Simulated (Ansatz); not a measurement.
How far each method lies from full CI for HBC, triplet

Geometry: a point of a stretch scan, not a stationary point.

```xyz
3

B     0.0000    0.0000    0.0004
C     0.0000    0.0000   -1.1796
H     0.0000    0.0000    1.1791
```

Basis 6-31G; Ansatz 0.2.0. Only valence electrons are correlated (noble-gas cores frozen), which leaves 8 electrons in 18 orbitals. Prefix R: restricted or restricted open-shell reference; prefix U: unrestricted. Active spaces: valence = (8e, 9o) chosen from the atoms' valence shells; pair = (4e, 4o) about the gap.

Full CI is exact within this basis and frozen core; it isn't the basis-set limit. The frozen core follows each run's orbitals, which can shift R against U totals by a few meV.

For open shells CISD and CISDTQ are restricted-active-space CI with the open shells as a complete middle space.

```
UHF ⟨S²⟩                          : 2.073
T1 diagnostic (RCCSD)             : 0.0248
largest doubles amplitude (RCCSD) : 0.097
T1 diagnostic (UCCSD)             : 0.0270
```

```csv
level,E − E(full CI) (kJ/mol),share of correlation (%),wall time
RHF,311.5,0.00,–
UHF,298.2,4.29,–
RMP2,68.6,77.99,–
UMP2,69.8,77.59,–
CISD,20.7,93.36,0.69 s
RCCSD,8.8,97.16,–
UCCSD,8.6,97.25,–
RCCSD(T),2.2,99.30,0.72 s
UCCSD(T),2.2,99.31,0.75 s
BCCD(T),2.3,99.27,0.66 s
RCCSDT,0.6,99.82,–
UCCSDT,0.5,99.84,–
CISDTQ,0.5,99.84,3.1 s
RCCSDT(Q),0.1,99.97,3 s
UCCSDT(Q),0.0,99.99,3 s
RCCSDTQ,0.0,99.99,21 s
UCCSDTQ,0.0,100.00,25 s
CASSCF (pair space),249.0,20.08,–
NEVPT2 (pair space),53.5,82.81,0.33 s
MRCISD (pair space),14.8,95.26,–
MRCISD+Q (pair space),2.3,99.26,0.57 s
CASSCF (valence space),95.3,69.41,–
NEVPT2 (valence space),28.0,91.02,2.8 s
MRCISD (valence space),3.0,99.04,–
MRCISD+Q (valence space),1.2,99.62,4 s
```

The correlation energy at full CI, counted from RHF, is -3.229 eV. That run took 13 s on 1 thread of Arm Neoverse V1, shared host over 2,340,800 determinants.

Times hold each run's SCF and search for its determinant on a shared host, so for small cases they say little of a method's own cost; they ran on 1 thread of Arm Neoverse V1. Some runs computed forces too.

The full-CI state has the irrep B2 of C2v, in the program's axes (one component, if the state is degenerate).

Natural occupations of full CI about the gap: 1.976 1.968 1.926 0.997 0.984 0.065 0.024 0.022 0.010 0.007; effectively unpaired electrons, Σ n²(2−n)², 2.05.
